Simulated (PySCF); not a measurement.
**BO⁺: from constants to spectrum**

RHF-CCSD(T) constants of BO⁺, ¹Σ⁺ (singlet), closed shell (PySCF, no relativity, basis sets B cc-pVDZ, O cc-pVDZ; masses 11.0093 and 15.9949 u):

| Property | Result |
| --- | --- |
| ωe | 1725.1 cm⁻¹ |
| ωexe | 10.7 cm⁻¹ |
| Be | 1.7224 cm⁻¹ |
| αe | 0.0186 cm⁻¹ |
| D (centrifugal) | 6.87e-06 cm⁻¹ |
| De to B⁺ + O | 2.94 eV |

**Question.** Give the band origin of the fundamental and the first lines of its P and R branches.

**Answer.** ν0 = ωe − 2ωexe = 1703.7 cm⁻¹, B0 = 1.7131, B1 = 1.6945 cm⁻¹.

```tsv
J″	P(J″) − ν0	R(J″) − ν0
0		3.389
1	-3.426	6.741
2	-6.889	10.055
3	-10.389	13.331
4	-13.926	16.570
5	-17.500	19.770
6	-21.109	22.932
```

**Question.** Near which J would the R branch turn back, without centrifugal distortion?

**Answer.** At J ≈ (B0 + B1)/(2(B0 − B1)) − 1 ≈ 91.

Correlated steps freeze 2 core orbitals. Correlated levels converge slowly with the basis: in double zeta they bind strong bonds too weakly, by up to about 1 eV, and carry superposition errors of some tenths. For an ion De counts to the pair picked by the measured ionisation energies or electron affinities, which need not be the lowest pair at this level. Where the molecule has an RHF reference, its open-shell atoms are computed with UHF. The CCSD T1 diagnostic is raised, a sign that a single reference may not be enough here.
